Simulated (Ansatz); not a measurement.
# P2+ (quartet): from Hartree-Fock to the top rungs, cc-pVTZ

How much of the correlation energy of P2+ (quartet) does each wave-function method recover here?

Method: cc-pVTZ, core rule «outside noble gas», up to 10 orbitals frozen; program: Ansatz 0.2.0, Gaussian basis.

To be run: UHF; CCSD(T) on ROHF; CCSD(T) on UHF; BCCD(T) on ROHF; CISD as a restricted active space (open shells left free, so some higher excitations enter); CCSDT(Q) on ROHF; CCSDT(Q) on UHF; CASSCF and MRCISD+Q, 9 electrons in 8 orbitals; CASSCF and MRCISD+Q(relaxed), 9 electrons in 8 orbitals; CASSCF and NEVPT2, 9 electrons in 8 orbitals.

20 further runs of the same task are left out: 9 that didn't finish, 11 set aside as unsound or not needed. Runs told in other sessions of the task aren't counted.

### Step 1. What is computed

The geometry is a PBE0/def2-TZVP stationary point (not a proven minimum) of the parent state, kept for this charge and spin.

2 atoms, charge 1, spin multiplicity 4.

Atoms are counted from 1 here; the program's logs count them from 0.

Bond lengths: P1–P2 2.056 Å.

### Step 2. UHF

in.yaml

```yaml
crystal:
  periodic: [false, false, false]
  atoms:
    - {symbol: P, position_ang: [0.000000, 0.000000, 0.000000]}
    - {symbol: P, position_ang: [0.000000, 0.000000, 2.055800]}
basis:
  gaussian: {orbitals: cc-pVTZ}
total_charge: 1
magnetization: {spin_polarized: true, initial_magnetization: 3}
hamiltonian: {xc: hf}
output: {orbitals: {seedname: orbitals}}
```

Launch:

```sh
ansatz run in.yaml --threads 1 --pin off --events-out ev --progress --plain --max-ram 2393MiB
```

Further steps of the session: CCSD(T) on ROHF; CCSD(T) on UHF; BCCD(T) on ROHF; CISD as a restricted active space (open shells left free, so some higher excitations enter); CCSDT(Q) on ROHF; CCSDT(Q) on UHF; CASSCF and MRCISD+Q, 9 electrons in 8 orbitals; CASSCF and MRCISD+Q(relaxed), 9 electrons in 8 orbitals; CASSCF and NEVPT2, 9 electrons in 8 orbitals.

**Question.** What will the summary of the whole plan be? Wanted: UCCSDT(Q) from the RHF energy; RMP2 from UCCSDT(Q); UMP2 from UCCSDT(Q); RCCSD from UCCSDT(Q); RCCSD(T) from UCCSDT(Q); UCCSD(T) from UCCSDT(Q); RCCSDT(Q) from UCCSDT(Q); NEVPT2 valence from UCCSDT(Q); MRCISD+Q valence from UCCSDT(Q).

As calculated:

| quantity | value |
| --- | --- |
| UCCSDT(Q) from the ROHF energy | -6.5590 eV |
| RMP2 from UCCSDT(Q) | +126.0 kJ/mol |
| UMP2 from UCCSDT(Q) | +133.1 kJ/mol |
| RCCSD from UCCSDT(Q) | +35.1 kJ/mol |
| RCCSD(T) from UCCSDT(Q) | +6.4 kJ/mol |
| UCCSD(T) from UCCSDT(Q) | +6.4 kJ/mol |
| RCCSDT(Q) from UCCSDT(Q) | +0.2 kJ/mol |
| NEVPT2 valence from UCCSDT(Q) | +116.3 kJ/mol |
| MRCISD+Q valence from UCCSDT(Q) | +4.3 kJ/mol |
| MRCISD+Q(relaxed) valence from UCCSDT(Q) | +2.6 kJ/mol |
| levels within 1 kcal/mol (43 meV) | RCCSDT, UCCSDT, RCCSDT(Q), MRCISD+Q(relaxed) valence |
| T1 diagnostic | 0.022 |
| effectively unpaired electrons | 3.02 |

In words: RCCSD(T) lands +6.4 kJ/mol from the yardstick (1.0 % of the correlation energy). One determinant dominates. Of the multireference levels listed MRCISD+Q(relaxed) valence comes nearest in total energy (+2.6 kJ/mol), which doesn't show that its space is the better one. These misses are within one basis, not against nature; the frozen cores of restricted and unrestricted runs differ, which can shift their rows.

With open shells the CI space here admits some higher excitations, so it is larger than plain CISD.
